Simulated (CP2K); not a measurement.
**GFN2-xTB run of SiH3Cl (SMILES [SiH3]Cl)**

Aim: the energy change on altering one bond length of SiH3Cl at GFN2-xTB, from 2 runs. 

Program for the calculation: CP2K 2026.2.

11 further runs of the same task are left out: 7 that didn't finish, 4 set aside as unsound or not needed.

## Step 1: The structure to begin with

SiH3Cl: 5 atoms, total charge 0, spin state singlet. As SMILES, `[SiH3]Cl`. The shape is that of a PBE0-D4/def2-TZVP optimisation.

Bond lengths: Si1–Cl2 2.054 Å, Si1–H3 1.481 Å, Si1–H4 1.481 Å, Si1–H5 1.481 Å. Angles: Cl2–Si1–H3 108.5°, Cl2–Si1–H4 108.5°, Cl2–Si1–H5 108.5°, H3–Si1–H4 110.4°, H3–Si1–H5 110.4°, H4–Si1–H5 110.4°.

## Step 2: The energy at GFN2-xTB

The input, run.inp:

```
&GLOBAL
  PROJECT_NAME run
  RUN_TYPE ENERGY
  PRINT_LEVEL MEDIUM
&END GLOBAL

&FORCE_EVAL
  METHOD QS
  &DFT
    &QS
      METHOD XTB
      EPS_DEFAULT 1.0E-10
      &XTB
        GFN_TYPE TBLITE
        &TBLITE
          METHOD GFN2
        &END TBLITE
        CHECK_ATOMIC_CHARGES F
      &END XTB
    &END QS
    &POISSON
      PERIODIC NONE
      POISSON_SOLVER ANALYTIC
    &END POISSON
    &SCF
      SCF_GUESS ATOMIC
      EPS_SCF 1.0E-06
      MAX_SCF 150
      ADDED_MOS 4
      &DIAGONALIZATION
        ALGORITHM STANDARD
      &END DIAGONALIZATION
      &MIXING
        METHOD DIRECT_P_MIXING
        ALPHA 0.4
      &END MIXING
      &SMEAR ON
        METHOD FERMI_DIRAC
        ELECTRONIC_TEMPERATURE [K] 300
      &END SMEAR
    &END SCF
    # extra output
    &PRINT
      &MOMENTS
        PERIODIC F
        REFERENCE COM
        MAX_MOMENT 1
      &END MOMENTS
      &MO ON
        ENERGIES T
        OCCUPATION_NUMBERS T
        NDIGITS 6
        &EACH
          QS_SCF 0
        &END EACH
        ADD_LAST NUMERIC
      &END MO
      &HIRSHFELD OFF
      &END HIRSHFELD
    &END PRINT
  &END DFT
  # atoms, cell and kinds
  &SUBSYS
    &CELL
      ABC 18.8 18.1 18.4
      PERIODIC NONE
    &END CELL
    &COORD
      Si    -0.112000     0.018600    -0.030900
      Cl     1.838300    -0.513500     0.329900
      H     -0.950900    -0.488300     1.079100
      H     -0.534700    -0.585700    -1.314900
      H     -0.190800     1.495400    -0.104700
    &END COORD
    &TOPOLOGY
      &CENTER_COORDINATES
      &END CENTER_COORDINATES
    &END TOPOLOGY
  &END SUBSYS
&END FORCE_EVAL
```

Launch:

```console
$ OMP_NUM_THREADS=1 cp2k.psmp -i run.inp > run.out 2>&1
```

Output:

```text
CP2K| version string:                                       CP2K version 2026.2
[...]
 GLOBAL| Method name                                                        CP2K
[...]
 GLOBAL| Run type                                                         ENERGY
[...]
                             - Atoms:                                          5
[...]
                             - Spherical basis functions:                     21
[...]
 Number of electrons:                                                         14
[...]
  *** SCF run converged in    16 steps ***
[...]
  Fermi energy:                                                -0.24152089466072
[...]
 TB_DIPOLE| Moment [Debye]         -2.00764400       0.54783745      -0.37160688
 TB_DIPOLE| Derivative [a.u.]       0.00000000       0.00000000       0.00000000
[...]
 ENERGY| Total FORCE_EVAL ( QS ) energy [hartree]             -7.855417796817173
[...]
```

Run time: 0.2 s. Hardware: 1 thread of Arm Neoverse V2, shared host.

## Step 3: The distorted shape

The input, job.inp:

```
&GLOBAL
  PROJECT job
  RUN_TYPE ENERGY
  PRINT_LEVEL MEDIUM
&END GLOBAL

&FORCE_EVAL
  METHOD Quickstep
  &DFT
    &QS
      METHOD XTB
      EPS_DEFAULT 1.0E-10
      &XTB
        GFN_TYPE TBLITE
        &TBLITE
          METHOD GFN2
        &END TBLITE
        CHECK_ATOMIC_CHARGES F
      &END XTB
    &END QS
    &POISSON
      PERIODIC NONE
      POISSON_SOLVER ANALYTIC
    &END POISSON
    &SCF
      SCF_GUESS ATOMIC
      EPS_SCF 1.0E-06
      MAX_SCF 150
      ADDED_MOS 4
      &DIAGONALIZATION
        ALGORITHM STANDARD
      &END DIAGONALIZATION
      &MIXING
        METHOD DIRECT_P_MIXING
        ALPHA 0.4
      &END MIXING
      &SMEAR ON
        METHOD FERMI_DIRAC
        ELECTRONIC_TEMPERATURE [K] 300
      &END SMEAR
    &END SCF
    &PRINT
      &MOMENTS
        PERIODIC F
        REFERENCE COM
        MAX_MOMENT 1
      &END MOMENTS
      &MO ON
        ENERGIES T
        OCCUPATION_NUMBERS T
        NDIGITS 6
        &EACH
          QS_SCF 0
        &END EACH
        ADD_LAST NUMERIC
      &END MO
      &HIRSHFELD OFF
      &END HIRSHFELD
    &END PRINT
  &END DFT
  &SUBSYS
    &CELL
      ABC 18.8 19.9 18.4
      PERIODIC NONE
    &END CELL
    &COORD
      Si    -0.017442    -1.753530     0.057658
      Cl     1.932858    -2.285630     0.418458
      H     -0.856342    -2.260430     1.167658
      H     -0.440142    -2.357830    -1.226342
      H     -0.190800     1.495400    -0.104700
    &END COORD
    &TOPOLOGY
      &CENTER_COORDINATES
      &END CENTER_COORDINATES
    &END TOPOLOGY
  &END SUBSYS
&END FORCE_EVAL
```

Launch:

```console
$ OMP_NUM_THREADS=1 cp2k.psmp job.inp > job.out
```

Output:

```text
CP2K| version string:                                       CP2K version 2026.2
[...]
 GLOBAL| Method name                                                        CP2K
[...]
 GLOBAL| Run type                                                         ENERGY
[...]
 GENERATE| WARNING:: No connections detected for Hydrogen - Atom Nr:         5 !
 GENERATE|  Preliminary Number of Bonds generated:                             0
 GENERATE|  Achieved consistency in connectivity generation.
[...]
                             - Atoms:                                          5
[...]
                             - Spherical basis functions:                     21
[...]
 Number of electrons:                                                         14
[...]
  *** SCF run converged in    30 steps ***
[...]
  Fermi energy:                                                -0.33746711083051
[...]
 TB_DIPOLE| Moment [Debye]         -1.54421906      -2.93660920      -0.14918901
 TB_DIPOLE| Derivative [a.u.]       0.00000000       0.00000000       0.00000000
[...]
 ENERGY| Total FORCE_EVAL ( QS ) energy [hartree]             -7.713380785300767
[...]
```

It took 0.22 s on 1 thread of Arm Neoverse V2, shared host.

## Step 4: Results

At GFN2-xTB:

| quantity | value |
| --- | --- |
| first shape: total energy | -7.85542 Eh |
| first shape: dipole moment (from atomic charges alone) | 2.11 D |
| first shape: HOMO energy | -11.58 eV |
| first shape: LUMO energy | -5.66 eV |
| first shape: HOMO–LUMO gap | 5.92 eV |
| distorted shape: total energy | -7.71338 Eh |
| distorted shape: dipole moment (from atomic charges alone) | 3.32 D |
| distorted shape: HOMO energy | -9.54 eV |
| distorted shape: LUMO energy | -8.82 eV |
| distorted shape: HOMO–LUMO gap | 0.72 eV |
| energy change with the Si1–H5 bond stretched from 1.481 to 3.258 Å | 3.865 eV |

One bond (distorted shape) is far stretched, which a spin-restricted single reference describes badly. With the Si1–H5 bond stretched from 1.481 to 3.258 Å the energy rises by 3.87 eV (89 kcal/mol). The first shape isn't relaxed at this level, so the change isn't measured from a minimum. A restricted reference can't describe the breaking bond well at this length. The dipole (first shape) comes from point charges on the atoms alone, without atomic dipoles, so it is partial. The dipole (distorted shape) comes from point charges on the atoms alone, without atomic dipoles, so it is partial.
